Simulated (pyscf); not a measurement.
Elimination: `[SiH3][AsH][Ga]` [singlet] -> `[SiH2]=[As][Ga]` [singlet] + `[H][H]`

Gas phase, singlet surface, charge 0. Bonds broken: As2–H3, H4–Si5. Bonds formed: H3–H4. Optimised with ωB97X-D3(BJ)/def2-SVP in PySCF.

Transition state (Å):

```xyz
7

Ga    -0.5503    -1.2820    -1.3994
As     0.7622     1.1375    -1.2092
H     -0.8248     0.5572    -0.7058
H     -1.6636    -0.2948    -0.4177
Si     0.8926     1.0579     0.9314
H      2.0248     1.5833     1.7410
H     -0.1274     0.3920     1.7934
```

One imaginary mode, 1188i cm⁻¹; descent along it reached the two sides named.

| bond | change | reactant side (Å) | saddle | product side |
|---|---|---|---|---|
| As2–H3 | breaks | 1.532 | 1.763 | 3.4 |
| H4–Si5 | breaks | 1.515 | 3.2 | 5.0 |
| H3–H4 | forms | 3.4 | 1.230 | 0.761 |

Electronic energies relative to the reactant's lowest minimum found (eV):

| level | barrier | reaction energy | reverse barrier |
|---|---|---|---|
| ωB97X-D3(BJ)/def2-TZVP | 2.79 | +1.35 | 1.44 |
| PBE/def2-TZVP | 2.09 | +1.13 | 0.96 |
| r²SCAN/def2-TZVP | 2.22 | +1.20 | 1.01 |
| B3LYP-D3(BJ)/def2-TZVP | 2.35 | +1.19 | 1.16 |
| PBE0-D3(BJ)/def2-TZVP | 2.35 | +1.31 | 1.04 |
| M06-2X/def2-TZVP | 2.46 | +1.16 | 1.30 |
| ωB97M-D3(BJ)/def2-TZVP | 2.54 | +1.31 | 1.23 |
| HF/def2-TZVP | 3.13 | +1.35 | 1.78 |

With ωB97M-D3(BJ)/def2-TZVP energies and thermal terms (ideal gas, 1 atm, RRHO with modes under 100 cm⁻¹ raised to 100, one conformer, R ln 2 for chiral ones without a mode under 150 cm⁻¹), in eV:

```json
[
 {"T (K)": "298", "ΔH‡": "2.40", "ΔG‡": "2.41", "ΔH": "+1.21", "ΔG": "+0.87"},
 {"T (K)": "600", "ΔH‡": "2.39", "ΔG‡": "2.42", "ΔH": "+1.23", "ΔG": "+0.51"},
 {"T (K)": "900", "ΔH‡": "2.39", "ΔG‡": "2.44", "ΔH": "+1.22", "ΔG": "+0.16"},
 {"T (K)": "1200", "ΔH‡": "2.37", "ΔG‡": "2.45", "ΔH": "+1.19", "ΔG": "-0.20"}
]
```

At the saddle there is also a short Ga–H contact that neither side keeps, so another atom assists the step. One saddle was located; it need not be the lowest between these sides. Elements up to Kr have no core potential and no relativistic terms here.
